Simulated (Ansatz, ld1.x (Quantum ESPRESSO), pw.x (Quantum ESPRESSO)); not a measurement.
## molybdenum (Mo): does the TM potential hold in the solid?

molybdenum (Mo), norm-conserving Troullier–Martins (Kleinman–Bylander form), made with ld1.x (Quantum ESPRESSO) 7.5 (PBE, scalar-relativistic). Core [Kr], reference 4d5 5s1 5p0. Waves: 5s (bound): rc 3.15 bohr; 4d (bound): rc 1.60 bohr; 5p (bound, empty): rc 4.00 bohr. Local part: the p channel. Core correction: Bessel-smoothed model core, default radius (core density twice the valence density).

Atomic tests: cutoffs needed: 45 Ry and 50 Ry (the cutoffs (Ry, on a coarse ladder) from which the occupation-weighted sum of valence levels, in a spherical-Bessel basis at the reference potential, stays within 10 and 1 mRy of its value at 400 Ry); ghost test: no extra level below or beside the all-electron valence levels (s, d, p, f tested) (spherical-Bessel basis up to 400 Ry, 20 bohr box); configuration tests: 2 of 7 tests not solved or not reliable.

Crystal test: bcc Mo in pw.x 7.5, no spin, 15³ k-points, Fermi–Dirac smearing 0.01 Ry, cutoffs 60/240 Ry. The reference is all-electron LAPW (Ansatz 0.2.0) with the same functional, mesh and smearing; V0 and B0 come from Birch–Murnaghan fits to the pressures at five volumes. Errors are pseudo minus all-electron; Δ is the rms difference of the E(V) curves that follow from these fits, minima aligned, over ±6 % about the mean V0. Mesh and smearing are coarse, so the numbers serve the comparison and aren't converged zero-temperature values; the lattice is a test structure that the element need not adopt.

All-electron: a0 = 3.162 Å (V0 = 15.80 Å³/atom), B0 = 259.2 GPa.

Task: How far does the potential miss the all-electron equation of state?

Result: mean pressure error (GPa): +34.85. The pressure does not cross zero within the volumes sampled, so no fit is given. The largest radius (4.00 bohr) exceeds half the bond length (2.59 bohr), so the spheres overlap, which is one possible source of error among others. This is a poor potential for the solid. Atomic configuration tests: 2 of 7 tests not solved or not reliable. The logarithmic derivative shows an extra or strongly shifted pseudo pole above the reference energy (s near 1.37 Ry).

```csv
V (Å³/atom),P all-electron (GPa),P pseudo (GPa)
15.012,14.82,56.93
15.407,6.93,44.95
15.802,-0.00,34.43
16.197,-6.08,25.18
16.592,-11.41,17.03
```

Task: At the middle volume, how do free energy and pressure move when the wave cutoff is lowered (ecutrho kept at four times it)?

Result:

```
cutoff (Ry)  shift of F (meV/atom)  shift of P (GPa)
         27                +2229.1            -71.79
         36                 +387.2            -18.90
         48                  +18.7             -1.73
```

The run at the middle volume (120 k-points, 7 iterations) took about 7.1 s on one core of a shared host (Neoverse-V1, 64 threads, 503 GiB, load 33).
